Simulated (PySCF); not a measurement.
Rock-salt LiCl: correlation energy from several methods in one and the same small orbital space (PySCF; 2 atoms at the zone centre, 8 electrons in 58 orbitals, empty ones MP2 natural orbitals of a TZ basis, lattice constant set to 5.3969 Å). Its volume lies 16 % above that of the crystal's usual cell. It tests the methods against each other and lies far from the crystal's limit.

CCSDT(Q) gives -2.9384 eV per atom.

Task: What share of it do MP2, CCSD, CCSD(T), CCSDT recover?

Result: MP2 81.9 %; CCSD 96.6 %; CCSD(T) 99.5 %; CCSDT 99.9 %.

| method | E_corr (eV per atom) | share of CCSDT(Q) (%) | difference (meV) |
|---|---|---|---|
| MP2 | -2.4071 | 81.9 | 531 |
| CCSD | -2.8392 | 96.6 | 99 |
| CCSD(T) | -2.9241 | 99.5 | 14 |
| CCSDT | -2.9353 | 99.9 | 3 |
| CCSDT(Q) | -2.9384 | 100.0 | 0 |

MP2, (T) and (Q) use filled levels shifted down by the Madelung term, which in so small a cell is a large part of the gap, so these rows hang on it.

CCSDT(Q) is the highest level reached here, not an exact value.
